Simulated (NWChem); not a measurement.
# HF/3-21G run of SiO2 (silicon dioxide molecule)

What is the vertical ionisation energy of SiO2 (silicon dioxide molecule) at HF/3-21G? 

The results are computed with NWChem 7.3.0.

4 further runs of the same task are left out: 2 that didn't finish, 2 set aside as unsound or not needed.

## 1. The structure to begin with

SiO2: 3 atoms, total charge 0, spin state singlet. As SMILES, `O=[Si]=O`. Geometry: relaxed at PBE0-D4/def2-TZVP.

Bond lengths: O1–Si2 1.506 Å, Si2–O3 1.506 Å. Angles: O1–Si2–O3 180.0°.

## 2. Energy and gradient at HF/3-21G

Input file run.py:

```python
from ase import Atoms
from ase.calculators.nwchem import NWChem

atoms = Atoms(['O', 'Si', 'O'], positions=[
    [0.697730, 1.229600, 0.518760],
    [-0.000010, 0.000000, -0.000000],
    [-0.697730, -1.229610, -0.518760],
])

calc = NWChem(
    label='job',
    theory='scf',
    memory='2200 mb',
    basis='3-21G',
    basispar='spherical bse',
    scf={'nopen': '0', 'rhf': None, 'thresh': '1e-08', 'maxiter': '80'},
)
atoms.calc = calc

forces = atoms.get_forces()
print("Total energy (eV):", round(atoms.get_potential_energy(), 6))
print("forces (eV/A):")
for s, f in zip(atoms.symbols, forces):
    print(f"{s:2s} {f[0]:10.5f} {f[1]:10.5f} {f[2]:10.5f}")
print("dipole (e A):", atoms.get_dipole_moment().round(4))
```

The run is started by

```console
$ export ASE_NWCHEM_COMMAND="nwchem PREFIX.nwi > PREFIX.nwo"
$ python run.py
```

The program printed:

```text
Total energy (eV): -11870.108088
forces (eV/A):
O     1.15211    2.03035    0.85659
Si    0.00000    0.00005    0.00005
O    -1.15216   -2.03045   -0.85664
dipole (e A): [-0.  0.  0.]
```

The calculator wrote job.nwi:

```
title "job"

permanent_dir job

scratch_dir job

start job

geometry units angstrom nocenter noautosym noautoz
  O  6.9772999999999996e-01 1.2296000000000000e+00 5.1876000000000000e-01
  Si -1.0000000000000001e-05 0.0000000000000000e+00 -0.0000000000000000e+00
  O  -6.9772999999999996e-01 -1.2296100000000001e+00 -5.1876000000000000e-01
end

memory 2200 mb

basis spherical bse noprint
   * library 3-21G
end

scf
  nopen 0
  rhf
  thresh 1e-08
  maxiter 80
end

task scf gradient
```

job.nwo, shortened:

```text
[...]
         Total SCF energy =   -436.218429931549
      One-electron energy =   -783.873689138410
      Two-electron energy =    257.698813743000
 Nuclear repulsion energy =     89.956445463861
[... 3 lines left out ...]
             Final eigenvalues
[... 29 lines left out ...]
                       ROHF Final Molecular Orbital Analysis
[...]
  wavefunction    =   RHF
                         RHF ENERGY GRADIENTS
    atom               coordinates                        gradient
                 x          y          z           x          y          z
   1 O       1.318519   2.323607   0.980314   -0.022405  -0.039484  -0.016658
   2 Si     -0.000019   0.000000   0.000000   -0.000000  -0.000001  -0.000001
   3 O      -1.318519  -2.323626  -0.980314    0.022406   0.039486   0.016659
[...]
```

Wall time 2.7 s (1 thread of Intel Xeon Platinum 8259CL at 2.50GHz (Skylake/Cascade Lake), shared host); peak memory 0.099 GiB.

## 3. The doublet cation: a single-point energy at UHF/3-21G

Input file run.py:

```python
from ase import Atoms
from ase.calculators.nwchem import NWChem

atoms = Atoms('OSiO', positions=[
    [0.697730, 1.229600, 0.518760],
    [-0.000010, 0.000000, -0.000000],
    [-0.697730, -1.229610, -0.518760],
])

calc = NWChem(
    label='mymol',
    theory='scf',
    memory='2200 mb',
    basis='3-21G',
    basispar='spherical bse',
    charge=1,
    scf={'nopen': '1', 'uhf': None, 'thresh': '1e-08', 'maxiter': '80'},
    task='energy',
)
atoms.calc = calc

print("Total energy (eV):", round(atoms.get_potential_energy(), 6))
```

The run is started by

```console
$ export ASE_NWCHEM_COMMAND="nwchem PREFIX.nwi > PREFIX.nwo"
$ python run.py
```

The program printed:

```text
Total energy (eV): -11860.188922
```

The calculator wrote mymol.nwi:

```
title "mymol"

permanent_dir mymol

scratch_dir mymol

start mymol

geometry units angstrom nocenter noautosym noautoz
  O  6.9772999999999996e-01 1.2296000000000000e+00 5.1876000000000000e-01
  Si -1.0000000000000001e-05 0.0000000000000000e+00 -0.0000000000000000e+00
  O  -6.9772999999999996e-01 -1.2296100000000001e+00 -5.1876000000000000e-01
end

charge 1

memory 2200 mb

basis spherical bse noprint
   * library 3-21G
end

scf
  nopen 1
  uhf
  thresh 1e-08
  maxiter 80
end

task scf energy
```

mymol.nwo, shortened:

```text
[...]
         Total SCF energy =   -435.853907323618
      One electron energy =   -773.344769245770
      Two electron energy =    247.534416458291
 Nuclear repulsion energy =     89.956445463861
[... 7 lines left out ...]
          Final alpha eigenvalues
[... 29 lines left out ...]
          Final beta eigenvalues
[...]
```

Run time: 3.3 s. Hardware: 1 thread of Intel Xeon Platinum 8259CL at 2.50GHz (Skylake/Cascade Lake), shared host; peak memory 0.1 GiB.

## 4. Results

Level: HF/3-21G.

| quantity | value |
| --- | --- |
| singlet SiO2: total energy | -436.21843 Eh |
| singlet SiO2: dipole moment | 0.00 D |
| singlet SiO2: HOMO energy | -12.55 eV |
| singlet SiO2: LUMO energy | 0.70 eV |
| singlet SiO2: HOMO–LUMO gap | 13.25 eV |
| singlet SiO2: largest force on an atom | 2.487 eV/Å |
| doublet cation: total energy | -435.85391 Eh |
| doublet cation: HOMO energy (highest over α and β) | -19.16 eV |
| doublet cation: LUMO energy (lowest over α and β) | -7.60 eV |
| doublet cation: ⟨S²⟩ | 1.132 |
| vertical ionisation energy (to the doublet cation) | 9.919 eV |

**Reading.** The vertical ionisation energy comes to 9.92 eV (229 kcal/mol). The largest force (singlet SiO2) is 2.49 eV/Å: the shape isn't a stationary point for this species at this level. −ε(HOMO) before ionisation, 12.55 eV, is 2.63 eV above this ionisation energy. ⟨S²⟩ (doublet cation) is 1.13 where a pure doublet has 0.75: the reference is spin-contaminated.
